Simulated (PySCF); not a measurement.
## Basis-set dependence of population analyses: `C=P(C)(C)C`

Compound: C4H11P.
Bonds: C1–P2 (double), P2–C3, P2–C4, P2–C5. Hydrogens: H6, H7 on C1; H8, H9, H10 on C3; H11, H12, H13 on C4; H14, H15, H16 on C5.

PBE0 throughout (PySCF), one geometry, spherical d and f functions. Geometry: PBE0-D3(BJ)/def2-SVP; no solvent, vibrations or thermal averaging. Atoms taken as equivalent share a column and are averaged.

Mulliken charges (e):

```
        basis  functions      C1      P2  C3/C4/C5   H6/H7  H8 (×9)
       STO-3G         40  -0.517  +0.790    -0.368  +0.020   +0.088
        6-31G         71  -0.702  +0.818    -0.740  +0.142   +0.202
       6-31G*         96  -0.661  +0.656    -0.714  +0.152   +0.205
     def2-SVP        129  -0.407  +0.221    -0.197  +0.043   +0.077
6-311+G(2d,p)        209  -0.583  +0.244    -0.479  +0.108   +0.173
    def2-TZVP        227  -0.604  +0.308    -0.400  +0.118   +0.140
```

IAO charges (e):

```csv
basis,functions,C1,P2,C3/C4/C5,H6/H7,H8 (×9)
STO-3G,40,-0.771,+1.029,-0.567,+0.088,+0.141
6-31G,71,-0.925,+1.095,-0.651,+0.141,+0.167
6-31G*,96,-0.951,+1.228,-0.657,+0.138,+0.157
def2-SVP,129,-0.954,+1.238,-0.646,+0.133,+0.154
"6-311+G(2d,p)",209,-1.003,+1.270,-0.676,+0.149,+0.162
def2-TZVP,227,-1.004,+1.285,-0.680,+0.148,+0.162
```

Hirshfeld charges (e):

| basis | functions | C1 | P2 | C3/C4/C5 | H6/H7 | H8 (×9) |
| --- | --- | --- | --- | --- | --- | --- |
| STO-3G | 40 | -0.386 | +0.511 | -0.093 | -0.018 | +0.021 |
| 6-31G | 71 | -0.374 | +0.374 | -0.148 | +0.011 | +0.047 |
| 6-31G* | 96 | -0.354 | +0.325 | -0.145 | +0.016 | +0.048 |
| def2-SVP | 129 | -0.360 | +0.386 | -0.157 | +0.008 | +0.048 |
| 6-311+G(2d,p) | 209 | -0.349 | +0.354 | -0.161 | +0.010 | +0.051 |
| def2-TZVP | 227 | -0.348 | +0.352 | -0.163 | +0.011 | +0.051 |

Some averages cover members that differ in this geometry, most widely: C3/C4/C5, IAO in 6-31G -0.683 to -0.635; C3/C4/C5, IAO in 6-31G* -0.686 to -0.642; H8 (×9), Mulliken in 6-31G +0.180 to +0.223; C3/C4/C5, IAO in def2-SVP -0.675 to -0.631 e.

**Question.** Which scheme is steadiest as the basis changes?

**Answer.** Largest range over the bases for any column: Hirshfeld 0.19 e, IAO 0.26 e, Mulliken 0.60 e. Hirshfeld charges move least and Mulliken charges most, counted in e. Without the minimal STO-3G basis the ranges are Hirshfeld 0.06, IAO 0.19, Mulliken 0.60 e.

**Question.** How much do the charges still move between the two largest bases, 6-311+G(2d,p) and def2-TZVP?

**Answer.** At most, over all atoms: Mulliken 0.083 e, IAO 0.015 e, Hirshfeld 0.003 e.

**Question.** What do the same runs give for the total energy, the frontier levels and the dipole moment?

**Answer.** 
| basis | energy (Eh) | HOMO (eV) | LUMO (eV) | μ (D) |
| --- | --- | --- | --- | --- |
| STO-3G | -494.2469 | -0.56 | 7.17 | 3.43 |
| 6-31G | -499.9008 | -4.14 | 2.20 | 3.23 |
| 6-31G* | -499.9975 | -4.38 | 2.27 | 2.97 |
| def2-SVP | -499.8040 | -4.55 | 1.35 | 3.10 |
| 6-311+G(2d,p) | -500.0889 | -4.83 | -0.16 | 3.28 |
| def2-TZVP | -500.1054 | -4.80 | 0.77 | 3.17 |

The dipole is fixed by the density alone, so its range of 0.46 D shows that the density itself changes with the basis, not only its division among atoms.
